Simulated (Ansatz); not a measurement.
Ansatz (a quantum-chemistry and plane-wave program) input (wB97M-V/def2-TZVPD):

Ansatz 0.2 input:
```yaml
crystal:
  periodic: [false, false, false]
  atoms:
    - {symbol: C, position_ang: [-0.03124793, -0.06375843, -1.25786558]}
    - {symbol: C, position_ang: [0.00426770, -0.02343511, -0.00300284]}
    - {symbol: H, position_ang: [0.07165628, -0.76285566, -2.05909856]}
    - {symbol: O, position_ang: [0.01127814, 0.16075211, 1.20303864]}
basis:
  gaussian:
    orbitals: def2-TZVPD
hamiltonian:
  xc: {name: wB97M-V}
total_charge: -1
output: {forces: true}
```

Output:

```
Functional definition: wB97M-V
integrals: 0.04 GiB planned
583 factors; their error is unknown
integrals: 0.07 GiB planned
182 factors; integrals over basis functions are off by at most 4.2e-5 eV
mean field: 0.43 GiB planned
mean field evaluation 1: about -4133.8831 eV, gradient 3.4e1 eV
mean field evaluation 2: about -4132.1396 eV, gradient 4.5e1 eV
mean field evaluation 4: about -4136.6166 eV, gradient 2.7e0 eV
mean field evaluation 8: about -4136.6330 eV, gradient 4.6e-2 eV
mean field evaluation 16: about -4136.6381 eV, gradient 1.9e-4 eV
mean field -4136.63811186 eV, -152.0186466967 hartree, gradient 6.8e-5 eV, S^2 0.000000; 0 other end points of the search recorded, 0 dependent functions left out
the calculation of the forces begins
reference -4136.63816194 eV, -152.0186485373 hartree; 11, 11 occupied and 112, 112 virtual orbitals, 583 factors
Total energy: -4136.63816194 eV, -152.0186485373 hartree
Atom 0 at    -0.031248    -0.063758    -1.257866 Å, force     0.005309     0.015772     0.240557 eV/Å
Atom 1 at     0.004268    -0.023435    -0.003003 Å, force    -0.013141     0.036058    -0.187086 eV/Å
Atom 2 at     0.071656    -0.762856    -2.059099 Å, force     0.003573    -0.019010     0.000805 eV/Å
Atom 3 at     0.011278     0.160752     1.203039 Å, force     0.004260    -0.032820    -0.054276 eV/Å
Dipole moment:     0.044327    -0.215240     0.121994 e Å
```

It need not be the lowest isomer of its formula. Whether it binds its extra electron was not tested at this geometry.
